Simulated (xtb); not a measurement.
C2H6O, charge -1, doublet, at a GFN2-xTB geometry of the parent state (a state made from the parent by changing its charge; the spin is typed, not shown lowest); GFN2-xTB in xtb 6.7.1.

Input for xtb:
```
$ xtb mol.xyz --gfn 2 --chrg -1 --uhf 1 --json

# file mol.xyz
9

C      0.00099851     1.16873097    -0.19848430
O     -0.01628759     0.00218327     0.58181294
C      0.00986179    -1.17018674    -0.18945932
H     -0.02161777     2.00849292     0.49284563
H      0.90959852     1.22471949    -0.81180039
H     -0.87229477     1.21777466    -0.86165763
H     -0.00640972    -2.00473598     0.50833112
H     -0.86301533    -1.23096373    -0.85220890
H      0.91887796    -1.22401890    -0.80235166
```

What the program printed (banner, timings and long lists left out):

```
   ID    Z sym.   atoms
    1    6 C      1, 3
    2    8 O      2
    3    1 H      4-9

           -------------------------------------------------
          |                Calculation Setup                |
           -------------------------------------------------

           -------------------------------------------------
          |                 G F N 2 - x T B                 |
           -------------------------------------------------

          ...................................................
          :                      SETUP                      :
          :.................................................:
          :  # basis functions                  18          :
          :  # atomic orbitals                  18          :
          :  # shells                           12          :
          :  # electrons                        21          :
          :  max. iterations                   250          :
          :  Hamiltonian                  GFN2-xTB          :
          :  restarted?                      false          :
          :  GBSA solvation                  false          :
          :  PC potential                    false          :
          :  electronic temp.          300.0000000     K    :
          :  accuracy                    1.0000000          :
          :  -> integral cutoff          0.2500000E+02      :
          :  -> integral neglect         0.1000000E-07      :
          :  -> SCF convergence          0.1000000E-05 Eh   :
          :  -> wf. convergence          0.1000000E-03 e    :
          :  Broyden damping             0.4000000          :
          :  net charge                         -1          :
          :  unpaired electrons                  1          :
          ...................................................

 iter      E             dE          RMSdq      gap      omega  full diag
   1    -11.2530055 -0.112530E+02  0.524E+00    1.18       0.0  T
   2    -11.3133447 -0.603393E-01  0.236E+00    0.98       1.0  T
   3    -11.3136849 -0.340197E-03  0.104E+00    0.87       1.0  T
   4    -11.3137355 -0.505625E-04  0.757E-02    0.81       1.0  T
   5    -11.3137385 -0.295123E-05  0.261E-02    0.82       1.3  T
   6    -11.3137387 -0.277695E-06  0.729E-03    0.82       4.6  T
   7    -11.3137389 -0.145559E-06  0.233E-03    0.82      14.3  T
   8    -11.3137389 -0.118369E-07  0.763E-04    0.82      43.7  T
   9    -11.3137389 -0.158779E-08  0.176E-04    0.82     189.3  T

   *** convergence criteria satisfied after 9 iterations ***

         :::::::::::::::::::::::::::::::::::::::::::::::::::::
         ::                     SUMMARY                     ::
         :::::::::::::::::::::::::::::::::::::::::::::::::::::
         :: total energy             -11.200359988183 Eh    ::
         :: gradient norm              0.491145937502 Eh/a0 ::
         :: HOMO-LUMO gap              0.822693972674 eV    ::
         ::.................................................::
         :: SCC energy               -11.313738489785 Eh    ::
         :: -> isotropic ES            0.161274313465 Eh    ::
         :: -> anisotropic ES          0.004390908293 Eh    ::
         :: -> anisotropic XC          0.001938497114 Eh    ::
         :: -> dispersion             -0.004233058149 Eh    ::
         :: repulsion energy           0.113378501602 Eh    ::
         :: add. restraining           0.000000000000 Eh    ::
         :: total charge              -1.000000000000 e     ::
         :::::::::::::::::::::::::::::::::::::::::::::::::::::

           -------------------------------------------------
          |                Property Printout                |
           -------------------------------------------------

    * Orbital Energies and Occupations

         #    Occupation            Energy/Eh            Energy/eV
      -------------------------------------------------------------
         1        2.0000           -0.4174017             -11.3581
         2        2.0000           -0.3695701             -10.0565
         3        2.0000           -0.3476384              -9.4597
         4        2.0000           -0.2841989              -7.7334
         5        2.0000           -0.2837963              -7.7225
         6        2.0000           -0.2798748              -7.6158
         7        2.0000           -0.2401124              -6.5338
         8        2.0000           -0.2259093              -6.1473
         9        2.0000           -0.1923761              -5.2348
        10        2.0000           -0.1302285              -3.5437
        11        1.0000            0.3228866               8.7862 (HOMO)
        12        0.0000            0.3531200               9.6089 (LUMO)
        13                          0.3760537              10.2329
        14                          0.4000439              10.8857
        15                          0.4295147              11.6877
        16                          0.4298383              11.6965
        17                          0.4343549              11.8194
        18                          0.5160293              14.0419
      -------------------------------------------------------------
                  HL-Gap            0.0302334 Eh            0.8227 eV
             Fermi-level            0.2171662 Eh            5.9094 eV

     #   Z          covCN         q      C6AA      α(0)
     1   6 C        3.658     0.044    20.119     6.438
     2   8 O        1.701    -0.567    24.371     6.665
     3   6 C        3.658     0.044    20.119     6.438
     4   1 H        0.925    -0.079     4.880     3.454
     5   1 H        0.924    -0.091     5.243     3.581
     6   1 H        0.924    -0.091     5.243     3.581
     7   1 H        0.925    -0.079     4.880     3.454
     8   1 H        0.924    -0.091     5.243     3.581
     9   1 H        0.924    -0.091     5.243     3.581

 Mol. C6AA /au·bohr⁶  :        751.290470
 Mol. C8AA /au·bohr⁸  :      13764.744806
 Mol. α(0) /au        :         40.773243

Wiberg/Mayer (AO) data.
largest (>0.10) Wiberg bond orders for each atom

 ---------------------------------------------------------------------------
     #   Z sym  total        # sym  WBO       # sym  WBO       # sym  WBO
 ---------------------------------------------------------------------------
     1   6 C    3.883 --     4 H    0.975     6 H    0.956     5 H    0.956
                             2 O    0.817     3 C    0.166
     2   8 O    1.762 --     3 C    0.817     1 C    0.817
     3   6 C    3.883 --     7 H    0.975     8 H    0.956     9 H    0.956
                             2 O    0.817     1 C    0.166
     4   1 H    0.994 --     1 C    0.975
     5   1 H    0.992 --     1 C    0.956
     6   1 H    0.992 --     1 C    0.956
     7   1 H    0.994 --     3 C    0.975
     8   1 H    0.992 --     3 C    0.956
     9   1 H    0.992 --     3 C    0.956
 ---------------------------------------------------------------------------

Topologies differ in total number of bonds
Writing topology from bond orders to xtbtopo.mol

molecular dipole:
                 x           y           z       tot (Debye)
 q only:        0.007      -0.001      -0.235
   full:        0.014      -0.002      -0.515       1.309
molecular quadrupole (traceless):
                xx          xy          yy          xz          yz          zz
 q only:        1.719       0.016      -2.414       0.029       0.012       0.694
  q+dip:        2.712       0.025      -3.936       0.042       0.020       1.224
   full:        2.033       0.018      -2.620       0.040       0.013       0.587

           -------------------------------------------------
          | TOTAL ENERGY              -11.200359988183 Eh   |
          | GRADIENT NORM               0.491145937502 Eh/α |
          | HOMO-LUMO GAP               0.822693972674 eV   |
           -------------------------------------------------

normal termination of xtb
```
